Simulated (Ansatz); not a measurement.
in.yaml

```yaml
crystal:
  periodic: [false, false, false]
  atoms:
    - {symbol: B, position_ang: [0.000000, 0.000000, 0.114060]}
    - {symbol: B, position_ang: [0.000000, 0.000000, -1.406367]}
    - {symbol: H, position_ang: [0.000000, 0.000000, 1.292307]}
basis:
  gaussian: {orbitals: STO-3G}
total_charge: 1
magnetization: {spin_polarized: false, initial_magnetization: 2}
correlation: {active_space: {window: {electrons: 6, orbitals: 9}, states: [{multiplicity: 3, weights: [1, 1, 1]}], fixed_orbitals: true}}
scf: {lower_state_search: off}
```

```sh
$ ansatz run in.yaml --threads 1 --pin off --events-out ev --progress --plain --max-ram 2393MiB
```

The program prints:

```
these checks for a lower state are left out or cut short: stability, starts, cluster_reference, orbital_swaps, neighbouring_geometries, increment
167 factors; integrals over basis functions are off by at most 3.6e-8 eV
mean field evaluation 1: about -1328.3343 eV, gradient 9.7e0 eV
mean field evaluation 2: about -1328.3338 eV, gradient 9.6e0 eV
mean field evaluation 4: about -1329.7920 eV, gradient 1.1e0 eV
mean field evaluation 8: about -1329.8125 eV, gradient 2.5e-2 eV
mean field -1329.81246296 eV, -48.8697066345 hartree, gradient 6.1e-7 eV, S^2 2.000000; 0 other end points of the search recorded, 0 dependent functions left out
reference -1329.81246296 eV, -48.8697066345 hartree; 6, 4 occupied and 5, 7 virtual orbitals, 167 factors
state -1331.41064277 eV, -48.9284386593 hartree
state -1331.41064277 eV, -48.9284386593 hartree
state -1329.81366388 eV, -48.8697507676 hartree
Total energy: -1330.87831648 eV, -48.9088760287 hartree
Checks for a lower state left out: stability, starts, cluster_reference, orbital_swaps, neighbouring_geometries, increment
```

Natural occupations, averaged over the states: 1.9664 1.9407 0.6876 0.6595 0.6595 0.0251 0.0251 0.0244 0.0117.

Ran on 1 thread of Intel Xeon Platinum 8259CL, shared host: 0.93 s wall, 0.15 GiB peak host memory.
